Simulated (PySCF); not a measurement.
Stepwise substitution at one centre (B Cl-NH2). Gas-phase values, no solvent. Strings in code marks are SMILES.

The S1 excitation (TDA) from two functionals at the same geometries (CAM-B3LYP-D3(BJ)/def2-TZVP), both in PySCF: PBE-D3(BJ)/def2-TZVP and TPSSh-D3(BJ)/def2-TZVP. Excitations are Tamm–Dancoff values on a coarser integration grid. The basis has no diffuse functions, so Rydberg states are missing or too high.

| species | PBE-D3(BJ)/def2-TZVP (eV) |
|---|---|
| 0 of 3 Cl replaced by NH2 | 5.12 |
| 1 of 3 Cl replaced by NH2 (`NB(Cl)Cl`) | 6.62 |
| 2 of 3 Cl replaced by NH2 (`NB(N)Cl`) | 5.95 |

Problem. What does TPSSh-D3(BJ)/def2-TZVP give for each?

Solution. 
- 0 of 3 Cl replaced by NH2: 5.55
- 1 of 3 Cl replaced by NH2 (`NB(Cl)Cl`): 7.12
- 2 of 3 Cl replaced by NH2 (`NB(N)Cl`): 6.47
Over these rows, drawn at random from the members with no instability flagged (it was tested for open shells, ions and some series alone), PBE minus TPSSh-D3(BJ): mean -0.48 eV, from -0.52 eV to -0.43 eV.
